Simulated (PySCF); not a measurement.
## P₃⁺, triplet: molecular constants

Computed with UPBE0/[P def2-TZVP], no relativity, density fitting, PySCF.

The structure is a minimum.

Coordinates in bohr (charge 1 multiplicity 3):
```
P     0.0000    0.0000    0.0000
P     0.0000    0.0000    3.7285
P     0.0000    0.0000   -3.7285
```

- Point group: D∞h
- Bond lengths: P–P 1.973 Å (×2)
- Bond angles: P–P–P 180.0°
- Lowest empty level (β): -10.08 eV
- Zero-point energy: 7.1 kJ/mol
- Enthalpy at 298.15 K above 0 K: 13.85 kJ/mol
- Heat capacity Cp at 298.15 K: 55.7 J/(mol K)
- Highest occupied level (α): -13.42 eV
- Principal quadrupole moments (Buckingham, traceless) about the centre of mass: -10.21, -10.21, 20.43 D Å
- Entropy at 298.15 K and 1 bar (electronic part: spin only): 281.1 J/(mol K)
- Dipole moment about the centre of mass: 0.00 D
- Rotational constants: 0.06991 cm⁻¹
- Spin squared ⟨S²⟩: 2.159
- Principal polarisabilities: 38.2, 38.2, 125.6 bohr³
- Rotational symmetry number: 2

Harmonic modes (masses in u: P 30.974):
| symmetry | ω (cm⁻¹) | IR (km/mol, summed over degenerate members) | μ (u) |
| --- | --- | --- | --- |
| πu | 81 | 2.3 | 30.97 |
| σg+ | 473 | 0.0 | 30.97 |
| σu+ | 560 | 47.0 | 30.97 |

In D∞h the vibrations span πu + σg+ + σu+. The σg+ mode carries no infrared intensity, as symmetry demands. With a centre of inversion only u modes can be infrared active and only g modes Raman active.

Charges (e):
```csv
atom,Mulliken,Löwdin,polar tensor,spin (Mulliken),Mayer order to P1
P1,0.29,0.19,-0.10,-0.51,–
"P2,3",0.36,0.40,0.55,1.26,1.89
```
Other Mayer orders above 0.3: P–P 0.31.

Mulliken populations on P1: s 5.43, p 9.07, d 0.19, f 0.02.

Other isomers or separated fragments may lie lower. At this level a singlet minimum of D3h symmetry lies 196 kJ/mol below this structure.

The final relaxation and frequency run took 15 s on 4 threads of a shared Arm Neoverse V2 host, with 111 basis functions and 6 gradients; the process peaked at 0.96 GiB.
